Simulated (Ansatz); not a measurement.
Consider the hydrogenolysis of a C–F bond: `N=C1[C@@H](F)[C@@H]1F` + H₂ → `N=C1CC1F` + H–F.

Isolated molecules relaxed with PBE0-D4/def2-TZVP in Ansatz; ΔE leaves out vibrations. CCSD(T)/CBS is the MP2 limit (def2-TZVPP, def2-QZVPP) plus CCSD(T) − MP2 in def2-TZVPP, frozen cores. This one scheme is used for every species. Functionals use def2-TZVPP. Each species was taken in one conformer, which may not be the lowest.

`N=C1[C@@H](F)[C@@H]1F`:

```xyz
9

N    -0.106    0.593    1.839
C    -0.028    0.238    0.644
C     0.091   -0.782   -0.420
F    -0.901   -1.642   -0.762
C    -0.011    0.687   -0.755
F     1.035    1.322   -1.339
H    -0.188   -0.220    2.455
H     1.084   -1.216   -0.526
H    -0.976    1.021   -1.135
```

H₂:

```xyz
2

H    -0.268   -0.257    0.038
H     0.268    0.257   -0.038
```

`N=C1CC1F`:

Z-matrix (Å, degrees):
```
C
C 1 1.462
C 1 1.526 2 58.6
H 1 1.086 2 121.7 3 -105.3
H 1 1.087 2 115.6 3 106.9
N 2 1.252 1 144.7 3 -173.9
F 3 1.361 1 118.9 2 109.1
H 3 1.086 1 117.8 2 -110.1
H 6 1.022 2 110.4 1 172.6
```

H–F:

Cartesian coordinates in Å:
```
F -0.385 -0.250 0.028
H 0.385 0.250 -0.028
```

```tsv
level	ΔE (kcal/mol)
r2SCAN	-27.6
PBE0	-29.4
HF/CBS(def2)	-30.7
CCSD/CBS(def2)	-31.9
```

(1) What does CCSD(T)/CBS give? (Best estimate.)

Largest T1 diagnostic among the species: 0.012.

Results:

(1) The calculation gave: -31.1 kcal/mol. The listed levels differ from it by 3.5, 1.7, 0.4, -0.8 kcal/mol.

From PBE to PBE0 (25 % exact exchange), in def2-TZVPP and without D4, ΔE moves by −2.2 kcal/mol.
